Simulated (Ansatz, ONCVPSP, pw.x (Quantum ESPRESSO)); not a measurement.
## tungsten (bcc): variants of one ONCV potential in the solid

- Element: W (Z = 74)
- Generator: ONCVPSP 4.0.1.1 (patched build)
- Type: optimised norm-conserving Vanderbilt (ONCV)
- Functional: PBEsol
- Relativity: scalar-relativistic
- Frozen core: [Kr] 4d10 4f14
- Valence charge: 14
- Reference configuration: 5s2 5p6 5d4 6s2
- Partial waves: 5s+6s: rc 1.90 bohr, ncon 4, nbas 8, qcut 5.1 1/bohr, 2 projectors; 5p: rc 2.05 bohr, ncon 4, nbas 7, qcut 6.3 1/bohr, 2 projectors, debl 3.6 Ha; 5d: rc 1.90 bohr, ncon 3, nbas 8, qcut 7.4 1/bohr, local
- Local potential: the d channel
- Core correction: none

Crystal test: bcc W in pw.x 7.5, no spin, 15³ k-points, Fermi–Dirac smearing 0.01 Ry, cutoffs set for each file from its atomic test. The reference is all-electron LAPW (Ansatz 0.2.0) with the same functional, mesh and smearing; V0 and B0 come from Birch–Murnaghan fits to the pressures at five volumes. Errors are pseudo minus all-electron; Δ is the rms difference of the E(V) curves that follow from these fits, minima aligned, over ±6 % about the mean V0. Mesh and smearing are coarse, so the numbers serve the comparison and aren't converged zero-temperature values; the lattice is a test structure that the element need not adopt.

All-electron: a0 = 3.155 Å (V0 = 15.70 Å³/atom), B0 = 321.1 GPa.

```tsv
change	cutoffs (Ry)	pw.x	a0 (Å)	a0 error (%)	B0 error (%)	Δ (meV/atom)	mean pressure error (GPa)
base	50/200	converged	3.141	-0.42	+0.9	14.0	-4.07
d: rc 1.24	50/200	converged	3.143	-0.37	+0.7	12.3	-3.58
d: qcut 5	110/440	converged	3.168	+0.42	-3.8	13.6	+3.99
p: nbas 8	50/200	converged	3.141	-0.42	+0.9	14.1	-4.08
p: rc 1.9, qcut 6.8, nproj 0; d: nproj 1; local potential the p channel	50/200	converged	3.113	-1.32	+7.3	44.5	-12.73
core correction Teter function, fcfact 4.5, rcfact 1.4	50/200	converged	3.141	-0.43	+0.9	14.3	-4.15
```
